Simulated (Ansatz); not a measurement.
**CH4NSi with multiplicity 2: rotation by 180° about the C2–Si3 bond**

How high is the barrier for the rotation by 180° about the C2–Si3 bond? Relax the two ends, then run a nudged elastic band between them. SMILES of the start: NC=[SiH].

Program: Ansatz 0.2.0. Level of theory: UKS PBE/def2-SVP. These are calculated values, not measurements.

## Step 1: The system as given

Bond lengths: N1–C2 1.395 Å, C2–Si3 1.820 Å, N1–H4 1.009 Å, N1–H5 1.009 Å, C2–H6 1.089 Å, Si3–H7 1.487 Å. Angles: N1–C2–Si3 121.8°, N1–C2–H6 111.3°, Si3–C2–H6 119.1°, C2–N1–H4 114.7°, C2–N1–H5 116.1°, H4–N1–H5 113.1°, C2–Si3–H7 101.2°.

As a file:

```xyz
7

N    -0.9799    0.4963   -0.5220
C     0.1448    0.1422    0.2232
Si    1.3349   -1.1005   -0.3701
H    -1.4829   -0.2814   -0.9230
H    -1.5861    1.1888   -0.1084
H     0.5061    0.9811    0.8154
H     2.0631   -1.4265    0.8849
```

## Step 2: Relaxing end A

Contents of input.yaml:

```yaml
crystal:
  periodic: [false, false, false]
  atoms:
    - { symbol: "N", position_ang: [-0.97994, 0.49634, -0.52197] }
    - { symbol: C, position_ang: [0.14481, 0.14219, 0.22318] }
    - { symbol: Si, position_ang: [1.3349, -1.10053, -0.3701] }
    - { symbol: H, position_ang: [-1.48292, -0.28139, -0.92304] }
    - { symbol: H, position_ang: [-1.58611, 1.18883, -0.10835] }
    - { symbol: H, position_ang: [0.50612, 0.98107, 0.81538] }
    - { symbol: H, position_ang: [2.06313, -1.4265, 0.8849] }
magnetization:
  spin_polarized: true
  initial_magnetization: 1
basis:
  gaussian: { orbitals: def2-SVP }
hamiltonian:
  xc: pbe
relax:
  f_tol: 0.015
  max_steps: 40
```

The run is started by

```console
ansatz run input.yaml --threads 1 --pin off --max-ram 2048MiB --backend cpu --events-out ev --progress --plain --runs-dir out
```

The log of the run (excerpt; [...] marks lines left out):

```text
Warning: RAYON_NUM_THREADS=1 ignored (pool sized by the plan → 1); use --threads N
[...]
Functional definition: PBE
[...]
758 factors; their error is unknown
[...]
mean field -10455.39241482 eV, -384.2285843253 hartree, gradient 2.1e-5 eV, S^2 0.763871; 1 other end points of the search recorded, 0 dependent functions left out
[...]
reference -10455.39244658 eV, -384.2285854923 hartree; 16, 15 occupied and 50, 51 virtual orbitals, 758 factors
relax step   1: F+E_penalty+E_count = -10455.39241482 eV  Δ(F+E_penalty+E_count) = +0.000e0 eV  max|allowed force component| = 1.416e0 eV/Å  Δτ_max = 0.0000 Å  (49 SCF iters, accepted)
[...]
relax step   3: F+E_penalty+E_count = -10455.59560162 eV  Δ(F+E_penalty+E_count) = -5.976e-2 eV  max|allowed force component| = 1.001e0 eV/Å  Δτ_max = 0.1613 Å  (38 SCF iters, accepted)
[...]
relax step   5: F+E_penalty+E_count = -10455.64857108 eV  Δ(F+E_penalty+E_count) = -1.766e-2 eV  max|allowed force component| = 3.277e-1 eV/Å  Δτ_max = 0.2000 Å  (40 SCF iters, accepted)
[...]
relax step   7: F+E_penalty+E_count = -10455.67636681 eV  Δ(F+E_penalty+E_count) = -1.098e-2 eV  max|allowed force component| = 1.985e-1 eV/Å  Δτ_max = 0.0537 Å  (36 SCF iters, accepted)
[...]
relax step   8: F+E_penalty+E_count = -10455.67977694 eV  Δ(F+E_penalty+E_count) = -3.410e-3 eV  max|allowed force component| = 7.243e-2 eV/Å  Δτ_max = 0.0693 Å  (36 SCF iters, accepted)
[...]
relax step   9: F+E_penalty+E_count = -10455.68054112 eV  Δ(F+E_penalty+E_count) = -7.642e-4 eV  max|allowed force component| = 9.191e-3 eV/Å  Δτ_max = 0.0230 Å  (38 SCF iters, accepted)
758 factors; their error is unknown
[...]
mean field -10455.68054112 eV, -384.2391727715 hartree, gradient 1.6e-5 eV, S^2 0.752644; 4 other end points of the search recorded, 0 dependent functions left out
[...]
reference -10455.68057248 eV, -384.2391739239 hartree; 16, 15 occupied and 50, 51 virtual orbitals, 758 factors
Total energy: -10455.68057248 eV, -384.2391739239 hartree
Atom 0 at    -1.022162     0.434268    -0.383262 Å, force     0.006622    -0.003565     0.002039 eV/Å
Atom 1 at     0.154736     0.119921     0.193629 Å, force     0.007453     0.003383     0.007329 eV/Å
Atom 2 at     1.157588    -1.396177    -0.300162 Å, force    -0.008273    -0.006895    -0.009191 eV/Å
Atom 3 at    -1.409481    -0.172738    -1.113655 Å, force    -0.000219    -0.001239    -0.002302 eV/Å
Atom 4 at    -1.565182     1.263780    -0.135865 Å, force    -0.007720     0.004132    -0.002227 eV/Å
Atom 5 at     0.456581     0.858386     0.962054 Å, force    -0.001697     0.000502     0.000455 eV/Å
Atom 6 at     2.227911    -1.107430     0.777261 Å, force     0.003835     0.003682     0.003896 eV/Å
Dipole moment:    -0.727356     0.681909     0.026906 e Å
```

It took 18 s on 1 thread of Intel Xeon Platinum 8488C (Sapphire Rapids), shared host; peak memory 0.17 GiB.

Step by step:

```csv
step,energy from step 1 (eV),largest force component (eV/Å)
1,0.0000,1.4156
2,-0.1434,1.2197
3,-0.2032,1.0005
4,-0.2385,0.6414
5,-0.2562,0.3277
6,-0.2730,0.2943
7,-0.2840,0.1985
8,-0.2874,0.0724
9,-0.2881,0.0092
```

Step 1 is the start.

After: Bond lengths: N1–C2 1.348 Å, C2–Si3 1.884 Å, N1–H4 1.026 Å, N1–H5 1.022 Å, C2–H6 1.108 Å, Si3–H7 1.546 Å. Angles: N1–C2–Si3 122.7°, N1–C2–H6 112.3°, Si3–C2–H6 125.0°, C2–N1–H4 119.8°, C2–N1–H5 123.3°, H4–N1–H5 116.9°, C2–Si3–H7 92.0°.

## Step 3: End point B

The second end starts from a geometry with the move made by hand.

input.yaml: that of step 2 with these lines changed.

```diff
@@ -9,3 +9,3 @@
     - { symbol: H, position_ang: [0.50612, 0.98107, 0.81538] }
-    - { symbol: H, position_ang: [2.06313, -1.4265, 0.8849] }
+    - { symbol: H, position_ang: [0.98546, -1.1701, -1.81393] }
 magnetization:
```

The run is started by

```console
ansatz run input.yaml --threads 1 --pin off --max-ram 2048MiB --backend cpu --events-out ev --progress --plain --runs-dir out
```

The log of the run (excerpt; [...] marks lines left out):

```text
Warning: RAYON_NUM_THREADS=1 ignored (pool sized by the plan → 1); use --threads N
[...]
[... 1 set-up line as earlier in the session ...]
[...]
758 factors; their error is unknown
[...]
mean field -10455.09333358 eV, -384.2175932924 hartree, gradient 3.1e-5 eV, S^2 0.763944; 3 other end points of the search recorded, 0 dependent functions left out
[...]
reference -10455.09336509 eV, -384.2175944501 hartree; 16, 15 occupied and 50, 51 virtual orbitals, 758 factors
relax step   1: F+E_penalty+E_count = -10455.09333358 eV  Δ(F+E_penalty+E_count) = +0.000e0 eV  max|allowed force component| = 2.468e0 eV/Å  Δτ_max = 0.0000 Å  (68 SCF iters, accepted)
[...]
relax step   3: F+E_penalty+E_count = -10455.59747029 eV  Δ(F+E_penalty+E_count) = -1.100e-1 eV  max|allowed force component| = 9.827e-1 eV/Å  Δτ_max = 0.1908 Å  (33 SCF iters, accepted)
[...]
mean field -10455.72107155 eV, -384.2406622373 hartree, gradient 1.6e-5 eV, S^2 0.752642; 4 other end points of the search recorded, 0 dependent functions left out
[...]
reference -10455.72110348 eV, -384.2406634107 hartree; 16, 15 occupied and 50, 51 virtual orbitals, 758 factors
Total energy: -10455.72110348 eV, -384.2406634107 hartree
Atom 0 at    -0.986914     0.436823    -0.413251 Å, force    -0.001744    -0.001061    -0.001753 eV/Å
Atom 1 at     0.240155     0.266555     0.112525 Å, force    -0.002570     0.001980     0.001273 eV/Å
Atom 2 at     1.566960    -0.926367    -0.484962 Å, force     0.004676    -0.001648    -0.000350 eV/Å
Atom 3 at    -1.255830    -0.127504    -1.225819 Å, force    -0.003762     0.001579     0.000068 eV/Å
Atom 4 at    -1.675367     1.101124    -0.046622 Å, force     0.004676    -0.002875    -0.001953 eV/Å
Atom 5 at     0.420986     0.926896     0.984320 Å, force     0.000136     0.005399     0.007060 eV/Å
Atom 6 at     0.612331    -1.421119    -1.625022 Å, force    -0.001412    -0.003374    -0.004345 eV/Å
Dipole moment:    -0.880252     0.504844     0.066075 e Å
```

Wall time 18 s (1 thread of Intel Xeon Platinum 8488C (Sapphire Rapids), shared host); peak memory 0.17 GiB.

The steps of the relaxation:

```csv
step,energy from step 1 (eV),largest force component (eV/Å)
1,0.0000,2.4679
2,-0.3941,1.3450
3,-0.5041,0.9827
4,-0.5885,1.2315
5,-0.6157,0.3161
6,-0.6251,0.1435
7,-0.6275,0.0454
8,-0.6276,0.0489
9,-0.6277,0.0071
```

Step 1 is the start.

After: Bond lengths: N1–C2 1.346 Å, C2–Si3 1.882 Å, N1–H4 1.025 Å, N1–H5 1.025 Å, C2–H6 1.109 Å, Si3–H7 1.567 Å. Angles: N1–C2–Si3 126.8°, N1–C2–H6 112.4°, Si3–C2–H6 120.8°, C2–N1–H4 118.6°, C2–N1–H5 123.7°, H4–N1–H5 117.7°, C2–Si3–H7 90.1°.

## Step 4: Nudged elastic band

crystal.atoms is end A as relaxed above, and neb.final_atoms is end B, turned to lie on A. With 5 inner images the band has 7 in all. The start path is listed, through a guess of the saddle.

Contents of input.yaml:

```yaml
crystal:
  periodic: [false, false, false]
  atoms:
    - { symbol: "N", position_ang: [-1.022162, 0.434268, -0.383262] }
    - { symbol: C, position_ang: [0.154736, 0.119921, 0.193629] }
    - { symbol: Si, position_ang: [1.157588, -1.396177, -0.300162] }
    - { symbol: H, position_ang: [-1.409481, -0.172738, -1.113655] }
    - { symbol: H, position_ang: [-1.565182, 1.26378, -0.135865] }
    - { symbol: H, position_ang: [0.456581, 0.858386, 0.962054] }
    - { symbol: H, position_ang: [2.227911, -1.10743, 0.777261] }
magnetization:
  spin_polarized: true
  initial_magnetization: 1
basis:
  gaussian: { orbitals: def2-SVP }
hamiltonian:
  xc: pbe
neb:
  order_check: false
  images: 5
  f_tol: 0.05
  max_iterations: 60
  final_atoms:
    - { symbol: "N", position_ang: [-0.80848122, 0.32071652, -0.31344267] }
    - { symbol: C, position_ang: [0.28185453, 0.39228059, 0.47216312] }
    - { symbol: Si, position_ang: [1.70285429, -0.83905154, 0.54319837] }
    - { symbol: H, position_ang: [-0.90267335, -0.47604808, -0.95167581] }
    - { symbol: H, position_ang: [-1.55756393, 1.01968082, -0.31139696] }
    - { symbol: H, position_ang: [0.27764763, 1.2926453, 1.11877143] }
    - { symbol: H, position_ang: [1.00635305, -1.71021362, -0.55761748] }
  initial_path:
    images:
      - { positions_ang: [[-1.022162, 0.434268, -0.383262], [0.154736, 0.119921, 0.193629], [1.157588, -1.396177, -0.300162], [-1.409481, -0.172738, -1.113655], [-1.565182, 1.26378, -0.135865], [0.456581, 0.858386, 0.962054], [2.227911, -1.10743, 0.777261]] }
      - { positions_ang: [[-0.97002244, 0.42123487, -0.40924278], [0.19344075, 0.20975016, 0.24488893], [1.34952889, -1.13522469, -0.22097205], [-1.32782236, -0.2871419, -1.00121897], [-1.58657114, 1.16789705, -0.14025259], [0.44059304, 1.02210759, 0.92186474], [1.90084425, -1.39861309, 0.60493272]] }
      - { positions_ang: [[-0.91788287, 0.40820174, -0.43522356], [0.2321455, 0.29957933, 0.29614887], [1.54146978, -0.87427239, -0.1417821], [-1.24616372, -0.40154579, -0.88878294], [-1.60796027, 1.07201411, -0.14464018], [0.42460508, 1.18582919, 0.88167548], [1.57377751, -1.68979618, 0.43260444]] }
      - { positions_ang: [[-0.86574331, 0.39516861, -0.46120434], [0.27085025, 0.38940849, 0.3474088], [1.73341067, -0.61332008, -0.06259216], [-1.16450508, -0.51594969, -0.77634692], [-1.62934941, 0.97613116, -0.14902776], [0.40861711, 1.34955078, 0.84148622], [1.24671076, -1.98097927, 0.26027616]] }
      - { positions_ang: [[-0.84665595, 0.37035125, -0.41195045], [0.27451834, 0.39036586, 0.38899357], [1.72322521, -0.6885639, 0.13933802], [-1.07722783, -0.50264915, -0.83478988], [-1.60542091, 0.99064771, -0.20315083], [0.36496062, 1.33058228, 0.93391462], [1.16659152, -1.89072406, -0.01235506]] }
      - { positions_ang: [[-0.82756858, 0.34553388, -0.36269656], [0.27818644, 0.39132323, 0.43057835], [1.71303975, -0.76380772, 0.34126819], [-0.98995059, -0.48934862, -0.89323284], [-1.58149242, 1.00516427, -0.2572739], [0.32130413, 1.31161379, 1.02634303], [1.08647229, -1.80046884, -0.28498627]] }
      - { positions_ang: [[-0.80848122, 0.32071652, -0.31344267], [0.28185453, 0.39228059, 0.47216312], [1.70285429, -0.83905154, 0.54319837], [-0.90267335, -0.47604808, -0.95167581], [-1.55756393, 1.01968082, -0.31139696], [0.27764763, 1.2926453, 1.11877143], [1.00635305, -1.71021362, -0.55761748]] }
```

The run is started by

```console
ansatz run input.yaml --threads 1 --pin off --max-ram 2048MiB --backend cpu --events-out ev --progress --plain --runs-dir out
```

The log of the run (excerpt; [...] marks lines left out):

```text
Warning: RAYON_NUM_THREADS=1 ignored (pool sized by the plan → 1); use --threads N
[...]
[... 1 set-up line as earlier in the session ...]
[...]
758 factors; their error is unknown
[...]
mean field -10455.68053892 eV, -384.2391726905 hartree, gradient 2.7e-5 eV, S^2 0.752644; 3 other end points of the search recorded, 0 dependent functions left out
[...]
reference -10455.68057030 eV, -384.2391738437 hartree; 16, 15 occupied and 50, 51 virtual orbitals, 758 factors
758 factors; their error is unknown
[...]
mean field -10455.72106778 eV, -384.2406620985 hartree, gradient 2.1e-5 eV, S^2 0.752642; 3 other end points of the search recorded, 0 dependent functions left out
[...]
reference -10455.72109972 eV, -384.2406632725 hartree; 16, 15 occupied and 50, 51 virtual orbitals, 758 factors
NEB end point (image 0): max|allowed force component| = 9.231e-3 eV/Å (the criterion of neb.relax_end_points is 1.000e-2)
[...]
NEB iter  10: max|band force component| = 3.023e-2 eV/Å  barrier→ = 0.5372 eV  barrier← = 0.5778 eV  CI = image 3  Δτ_max = 0.0000 Å  (438 SCF iters)
Total energy: -10455.14334979 eV, -384.2194313540 hartree
Atom 0 at    -0.943832     0.354435    -0.320951 Å, force    -0.030361     0.012205    -0.012305 eV/Å
Atom 1 at     0.271170     0.334885     0.216726 Å, force     0.015609    -0.025556     0.015666 eV/Å
Atom 2 at     1.742283    -0.711564    -0.357681 Å, force    -0.004092     0.004201     0.002150 eV/Å
Atom 3 at    -1.196470    -0.356016    -1.019685 Å, force     0.005515    -0.001340    -0.001060 eV/Å
Atom 4 at    -1.661523     1.048261    -0.079615 Å, force     0.007290    -0.003255     0.001422 eV/Å
Atom 5 at     0.402948     1.172827     0.938048 Å, force     0.006927     0.002151    -0.004024 eV/Å
Atom 6 at     1.385413    -1.842818     0.623158 Å, force    -0.000887     0.011595    -0.001849 eV/Å
Dipole moment:    -1.044065     0.467754     0.087546 e Å
this run last wrote the band of iteration 10 to <dir>
```

Run time: 91 s. Hardware: 1 thread of Intel Xeon Platinum 8488C (Sapphire Rapids), shared host; peak memory 0.14 GiB.

## Step 5: Images and barrier

The 5 inner images lie between the fixed ends 0 and 6. Energy is taken from image 0, and the path length is the program's own coordinate along the band.

| image | path (Å) | energy (eV) | dihedral N1–C2–Si3–H7 (°) | band force (eV/Å) |
| --- | --- | --- | --- | --- |
| 0 | 0.000 | 0.0000 | -177 | - |
| 1 | 0.539 | 0.0385 | -150 | 0.007 |
| 2 | 1.077 | 0.2521 | -123 | 0.011 |
| 3* | 1.616 | 0.5372 | -93 | 0.030 |
| 4 | 2.140 | 0.2443 | -58 | 0.016 |
| 5 | 2.665 | 0.0312 | -29 | 0.005 |
| 6 | 3.189 | -0.0405 | 0 | - |

The star marks the climbing image.

image, energy (eV) and a bar:
```
        0      0.000 ##
        1      0.039 ####
        2      0.252 ###############
        3      0.537 ##############################
        4      0.244 ###############
        5      0.031 ####
        6     -0.041
```

The top of the band by iteration:

```csv
iteration,highest image above image 0 (eV),largest band force (eV/Å)
1,5.8047,20.263
2,1.8064,7.607
3,0.8220,3.888
4,0.5795,1.520
5,0.5681,0.446
6,0.5471,0.514
7,0.5422,0.305
8,0.5388,0.145
9,0.5374,0.056
10,0.5372,0.030
```

Positions of all images (Å):

```xyz
7
image=0 dE=0.0000
N    -1.022    0.434   -0.383
C     0.155    0.120    0.194
Si    1.158   -1.396   -0.300
H    -1.409   -0.173   -1.114
H    -1.565    1.264   -0.136
H     0.457    0.858    0.962
H     2.228   -1.107    0.777
7
image=1 dE=0.0385
N    -1.025    0.415   -0.362
C     0.194    0.172    0.160
Si    1.362   -1.142   -0.473
H    -1.416   -0.237   -1.047
H    -1.602    1.218   -0.107
H     0.493    0.929    0.914
H     1.994   -1.356    0.916
7
image=2 dE=0.2521
N    -0.980    0.398   -0.349
C     0.243    0.268    0.185
Si    1.538   -0.899   -0.506
H    -1.296   -0.304   -1.025
H    -1.645    1.130   -0.090
H     0.454    1.045    0.952
H     1.685   -1.638    0.834
7
image=3 dE=0.5372
N    -0.944    0.354   -0.321
C     0.271    0.335    0.217
Si    1.742   -0.712   -0.358
H    -1.196   -0.356   -1.020
H    -1.662    1.048   -0.080
H     0.403    1.173    0.938
H     1.385   -1.843    0.623
7
image=4 dE=0.2443
N    -0.928    0.329   -0.315
C     0.282    0.364    0.277
Si    1.854   -0.609    0.000
H    -1.138   -0.353   -1.047
H    -1.648    1.033   -0.131
H     0.362    1.227    0.969
H     1.217   -1.990    0.247
7
image=5 dE=0.0312
N    -0.870    0.327   -0.317
C     0.279    0.382    0.387
Si    1.830   -0.666    0.303
H    -1.030   -0.414   -1.004
H    -1.598    1.042   -0.237
H     0.306    1.269    1.051
H     1.083   -1.938   -0.185
7
image=6 dE=-0.0405
N    -0.808    0.321   -0.313
C     0.282    0.392    0.472
Si    1.703   -0.839    0.543
H    -0.903   -0.476   -0.952
H    -1.558    1.020   -0.311
H     0.278    1.293    1.119
H     1.006   -1.710   -0.558
```

## Step 6: Vibrations at the top

The geometry is the highest inner image of the first converged band.

Contents of input.yaml:

```yaml
crystal:
  periodic: [false, false, false]
  atoms:
    - { symbol: "N", position_ang: [-0.943832, 0.354435, -0.320951] }
    - { symbol: C, position_ang: [0.27117, 0.334885, 0.216726] }
    - { symbol: Si, position_ang: [1.742283, -0.711564, -0.357681] }
    - { symbol: H, position_ang: [-1.19647, -0.356016, -1.019685] }
    - { symbol: H, position_ang: [-1.661523, 1.048261, -0.079615] }
    - { symbol: H, position_ang: [0.402948, 1.172827, 0.938048] }
    - { symbol: H, position_ang: [1.385413, -1.842818, 0.623158] }
magnetization:
  spin_polarized: true
  initial_magnetization: 1
basis:
  gaussian: { orbitals: def2-SVP }
hamiltonian:
  xc: pbe
phonons: {}
```

The run is started by

```console
ansatz run input.yaml --threads 1 --pin off --max-ram 2048MiB --backend cpu --events-out ev --progress --plain --runs-dir out
```

The log of the run (excerpt; [...] marks lines left out):

```text
Warning: RAYON_NUM_THREADS=1 ignored (pool sized by the plan → 1); use --threads N
[...]
[... 1 set-up line as earlier in the session ...]
[...]
758 factors; their error is unknown
[...]
mean field -10455.14328533 eV, -384.2194289854 hartree, gradient 3.7e-5 eV, S^2 0.760413; 4 other end points of the search recorded, 0 dependent functions left out
[...]
reference -10455.14331845 eV, -384.2194302025 hartree; 16, 15 occupied and 50, 51 virtual orbitals, 758 factors
[...]
758 factors; their error is unknown
mean field -10455.14299444 eV, -384.2194182952 hartree, gradient 2.4e-6 eV, S^2 0.760345; 0 other end points of the search recorded, 0 dependent functions left out
[...]
reference -10455.14302756 eV, -384.2194195122 hartree; 16, 15 occupied and 50, 51 virtual orbitals, 758 factors
[...]
758 factors; their error is unknown
[...]
reference -10455.14329361 eV, -384.2194292894 hartree; 16, 15 occupied and 50, 51 virtual orbitals, 758 factors
[...]
758 factors; their error is unknown
mean field -10455.14327577 eV, -384.2194286338 hartree, gradient 2.9e-6 eV, S^2 0.760410; 0 other end points of the search recorded, 0 dependent functions left out
[...]
reference -10455.14330888 eV, -384.2194298508 hartree; 16, 15 occupied and 50, 51 virtual orbitals, 758 factors
[...]
758 factors; their error is unknown
mean field -10455.14324827 eV, -384.2194276233 hartree, gradient 1.8e-6 eV, S^2 0.760417; 0 other end points of the search recorded, 0 dependent functions left out
[...]
reference -10455.14328139 eV, -384.2194288404 hartree; 16, 15 occupied and 50, 51 virtual orbitals, 758 factors
[...]
758 factors; their error is unknown
[...]
mean field -10455.14321677 eV, -384.2194264657 hartree, gradient 2.9e-6 eV, S^2 0.760430; 0 other end points of the search recorded, 0 dependent functions left out
[...]
```

## Step 7: More of the same log: vibrations at the highest image of the band

Output, continued (excerpt; [...] marks lines left out):

```text
reference -10455.14324989 eV, -384.2194276828 hartree; 16, 15 occupied and 50, 51 virtual orbitals, 758 factors
[...]
758 factors; their error is unknown
mean field -10455.14322358 eV, -384.2194267158 hartree, gradient 2.8e-6 eV, S^2 0.760397; 0 other end points of the search recorded, 0 dependent functions left out
[...]
reference -10455.14325669 eV, -384.2194279329 hartree; 16, 15 occupied and 50, 51 virtual orbitals, 758 factors
[...]
758 factors; their error is unknown
mean field -10455.14321985 eV, -384.2194265788 hartree, gradient 2.9e-6 eV, S^2 0.760423; 0 other end points of the search recorded, 0 dependent functions left out
[...]
reference -10455.14325297 eV, -384.2194277959 hartree; 16, 15 occupied and 50, 51 virtual orbitals, 758 factors
[...]
758 factors; their error is unknown
mean field -10455.14322614 eV, -384.2194268100 hartree, gradient 2.5e-6 eV, S^2 0.760405; 0 other end points of the search recorded, 0 dependent functions left out
[...]
WARN: phonons: modes at or below zero, which the zero-point energy, F, S and C_V leave out: 1, the lowest at -797.62 cm⁻¹. A minimum has none, and a first-order saddle one
Total energy: -10455.14331845 eV, -384.2194302025 hartree
Atom 0 at    -0.943832     0.354435    -0.320951 Å, force    -0.030289     0.012089    -0.012133 eV/Å
Atom 1 at     0.271170     0.334885     0.216726 Å, force     0.015689    -0.025588     0.015529 eV/Å
Atom 2 at     1.742283    -0.711564    -0.357681 Å, force    -0.004281     0.004240     0.002280 eV/Å
Atom 3 at    -1.196470    -0.356016    -1.019685 Å, force     0.005483    -0.001304    -0.001210 eV/Å
Atom 4 at    -1.661523     1.048261    -0.079615 Å, force     0.007287    -0.003261     0.001433 eV/Å
Atom 5 at     0.402948     1.172827     0.938048 Å, force     0.006957     0.002236    -0.004017 eV/Å
Atom 6 at     1.385413    -1.842818     0.623158 Å, force    -0.000847     0.011588    -0.001881 eV/Å
Dipole moment:    -1.044065     0.467745     0.087540 e Å
Vibrations: -797.62 293.11 318.22 585.21 614.20 717.65 945.26 1031.15 1308.55 1391.88 1566.33 1979.12 2997.09 3373.03 3501.79 cm⁻¹, zero-point energy 1.278438 eV
```

It took 39 s on 1 thread of Intel Xeon Platinum 8488C (Sapphire Rapids), shared host; peak memory 0.14 GiB.

Of 15 modes, 1 is imaginary by more than 30 cm⁻¹ (798i cm⁻¹).

[end of part 1 of 2]
